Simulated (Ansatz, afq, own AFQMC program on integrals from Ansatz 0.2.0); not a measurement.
**Where AFQMC and coupled cluster stand for GeNH2, quartet**

```yaml
atoms:
  - { symbol: Ge, position_ang: [0.0102, 0.0663, 0.5141] }
  - { symbol: N, position_ang: [-0.1119, -0.2778, -2.5381] }
  - { symbol: H, position_ang: [0.2921, -1.2964, 1.2142] }
  - { symbol: H, position_ang: [0.5291, 0.3809, -2.9965] }
```

Connectivity, by distances: GeH ··· NH.

Basis cc-pVDZ. Noble-gas cores (and the filled d shells of Ga–Kr and In–Xe) are frozen. Ansatz 0.2.0 and our own AFQMC program on the same integrals; the CISD trial comes from CCSD amplitudes, and released means the phaseless constraint is let go. Error bars are statistical, one sigma. No spin–orbit coupling.

Determinant: UHF, the one that the program's search chose, which needn't be the lowest solution. The geometry is a point of a scan.

No full CI on the walks' own integrals is used here; CCSDT(Q) serves as the reference and is uncertain by about the last step of the cluster series.

Cautions: no relativity below Rb; no spin-orbit coupling; inner d shell frozen; lower spins were not checked.

```
T1 diagnostic                               : 0.0145
weight of the determinant in the CISD state : 0.893
⟨S²⟩ of the determinant                     : 3.788
size of the correlated space                : 11 electrons in 36 orbitals
```

Reference: CCSDT(Q), correlation energy -5.749 eV. The released energy is read at 1.62 1/Eh, later times being too noisy (meV from the phaseless value at times in 1/Eh: -3 ± 7 at 0.24, 2 ± 11 at 0.51, -3 ± 11 at 0.99, 0 ± 13 at 1.62, -2 ± 16 at 2.40).

| level | E − E(reference) (kcal/mol) | share of correlation (%) |
| --- | --- | --- |
| HF | 132.57 | 0.00 |
| MP2 | 28.22 | 78.71 |
| CCSD | 2.70 | 97.96 |
| CCSD(T) | 0.64 | 99.52 |
| CCSDT | 0.11 | 99.92 |
| ph-AFQMC/HF | 1.15 ± 0.97 | 99.14 |
| ph-AFQMC/CISD | 0.06 ± 0.15 | 99.96 |
| released AFQMC | 0.05 ± 0.30 | 99.96 |

Released energies are given only where the last usable release times agree within the noise; a slower fall can still hide under it.
